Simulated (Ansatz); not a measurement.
What does this script print? It uses Ansatz's Python interface.

`ho.xyz`
```text
2

O     0.41858   -0.13401    0.21595
H    -0.41858    0.13401   -0.21595
```

`ho.py`
```python
from dataclasses import dataclass

import ansatz as az


@dataclass
class RunConfig:
    xc: str = "b3lyp"
    vdw: str = "d3bj"
    net_charge: int = -1


settings = RunConfig()

geometry = az.Crystal.molecule_from_extxyz("ho.xyz")

setup = (
    geometry.calculation()
    .functional(settings.xc, dispersion=settings.vdw)
    .charge(settings.net_charge)
)

energies = {}
for basis in ["STO-3G", "6-31G", "6-31G*", "def2-SVP", "def2-SVPD", "def2-TZVP", "def2-TZVPP"]:
    data = setup.basis(gaussian=basis).run(threads=1, backend="cpu").report
    size = data["n_frozen"] + data["n_occupied"][0] + data["n_virtual"][0]
    energies[basis] = (data["reference_energy_ev"] / 27.211386246, data["free_energy_ev"] / 27.211386246)
    print(f"{basis:14s} {size:4d} orbitals  reference {energies[basis][0]:14.6f} Ha  total {energies[basis][1]:14.6f} Ha")

last = energies["def2-TZVPP"][1]
for basis, (_, total) in energies.items():
    print(f"{basis:14s} lies {27.211386 * (total - last):9.4f} eV above def2-TZVPP")
```

`python ho.py` gives:
```text
STO-3G            6 orbitals  reference     -74.399436 Ha  total     -74.399681 Ha
6-31G            11 orbitals  reference     -75.706192 Ha  total     -75.706438 Ha
6-31G*           17 orbitals  reference     -75.720726 Ha  total     -75.720972 Ha
def2-SVP         19 orbitals  reference     -75.661915 Ha  total     -75.662160 Ha
def2-SVPD        31 orbitals  reference     -75.752471 Ha  total     -75.752717 Ha
def2-TZVP        37 orbitals  reference     -75.810960 Ha  total     -75.811206 Ha
def2-TZVPP       45 orbitals  reference     -75.812886 Ha  total     -75.813132 Ha
STO-3G         lies   38.4619 eV above def2-TZVPP
6-31G          lies    2.9033 eV above def2-TZVPP
6-31G*         lies    2.5078 eV above def2-TZVPP
def2-SVP       lies    4.1081 eV above def2-TZVPP
def2-SVPD      lies    1.6440 eV above def2-TZVPP
def2-TZVP      lies    0.0524 eV above def2-TZVPP
def2-TZVPP     lies    0.0000 eV above def2-TZVPP
```

Against STO-3G: 6-31G -1306.8 mHa, 6-31G* -1321.3 mHa, def2-SVP -1262.5 mHa, def2-SVPD -1353.0 mHa, def2-TZVP -1411.5 mHa and def2-TZVPP -1413.5 mHa. The last step alone is -1.93 mHa (these two sets differ little on atoms other than hydrogen).

The drop along the ladder measures the basis error, and is no property of the molecule. The geometry is a force-field or estimated start, not a minimum of this method, and the last set is no limit. Much of the fall in a total is atomic energy, which cancels in bond and reaction energies. Total less reference energy is the dispersion correction. b3lyp holds the VWN-RPA fit, as in Gaussian; the form of ORCA and Turbomole is b3lyp5. Totals across families of basis sets mostly measure their core functions. Wall time of the script: 2.5 s on 1 thread of Intel(R) Xeon(R) Processor @ 2.30GHz, on a shared host, peak memory 0.17 GiB.
